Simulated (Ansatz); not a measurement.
Two structures, one formula

Two relaxed structures of MgAlNH₄, closed shell (PBE0-D4/def2-TZVP; forces vanish, vibrations not checked).

A:

| atom | x (Å) | y (Å) | z (Å) |
| --- | --- | --- | --- |
| N1 | -1.9560 | -0.2383 | -1.3413 |
| Mg2 | -0.4380 | 0.0351 | -0.2641 |
| Al3 | 1.6660 | 0.3188 | 1.1762 |
| H4 | -2.7332 | 0.3964 | -1.4472 |
| H5 | -2.1434 | -1.0447 | -1.9178 |
| H6 | 2.4311 | 1.2840 | 2.1963 |
| H7 | 0.2356 | 1.4157 | 0.9392 |

B:

```xyz
7
angstrom
N -1.9462 -0.2112 -1.2566
Mg -0.3628 -0.0394 -0.2340
Al 1.9128 0.2075 1.2350
H -2.7864 0.3410 -1.1622
H -2.1129 -0.8725 -2.0013
H 2.0952 1.2944 2.3961
H 3.2003 -0.7199 1.0230
```

Ansatz 0.2.0; basis: def2-TZVPP; cores frozen in the correlated methods. The outer core shell of Li, Na, Mg and K is correlated. The def2 sets are not built for correlating such inner shells, so the correlated values are less sure here. B3LYP uses VWN-RPA correlation.

Problem. Which structure is lower at CCSD(T), and by how much? (To be estimated.)

Solution. By the calculation: B, by 0.593 eV (electronic energy, against the other). By their contacts, A is MgAlNH₄ ([NH2][Mg]1[H][AlH]1) and B is MgAlNH₄ ([NH2][Mg][AlH2]).

All methods give the same order:

```tsv
method	E(B) − E(A) (eV)
PBE-D4	-0.551
r2SCAN-D4	-0.546
PBE0-D4	-0.598
B3LYP-D4	-0.610
wB97M-V	-0.564
HF	-0.768
MP2	-0.645
CCSD	-0.612
CCSD(T)	-0.593
```

The T1 diagnostic stays at or below 0.011. The restricted Hartree–Fock reference is unstable towards an unrestricted one at one or more of these structures.

Labels in which every atom is bracketed show which atoms are joined, not bond orders.

For scale, one of the runs: CCSD(T)/def2-TZVPP, 161 basis functions, launched by `ansatz run in.yaml --threads 2 --pin off --events-out ev --progress --plain --max-ram 4352MiB`. The run took 15 s on 2 CPU threads of an Intel Xeon (shared host), with 1.3 GiB of host memory at its peak.
